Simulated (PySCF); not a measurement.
Si(H)3(Me) (CH6Si), SMILES C[SiH3]. Heavy atoms are numbered as in [SiH3:1][CH3:2]. Hydrogens are named by the atom that carries them.

The structure is a stationary point at B3LYP-D3(BJ)/def2-TZVP. The isomer is the one that the SMILES or the coordinates give; other isomers of the formula were not compared.

These are B3LYP/pcSseg-2 (PySCF) values and carry that method's errors.

GIAO shieldings, no solvent; atoms alike by connectivity are averaged. δ = σ(ref) − σ: ²⁹Si against TMS (σ = 325.2 ppm); ¹³C against TMS (σ = 181.3 ppm); ¹H against TMS (σ = 31.68 ppm), references at their B3LYP-D3(BJ)/def2-TZVP geometries, non-relativistic.

Computed chemical shifts:
| nucleus | atoms | count | δ (ppm) |
|---|---|---|---|
| ²⁹Si | Si1 (SiH3) | 1 | -73.8 |
| ¹³C | C2 (CH3) | 1 | -10.2 |
| ¹H | H on Si1 | 3 | 3.98 |
| ¹H | H on C2 | 3 | 0.18 |
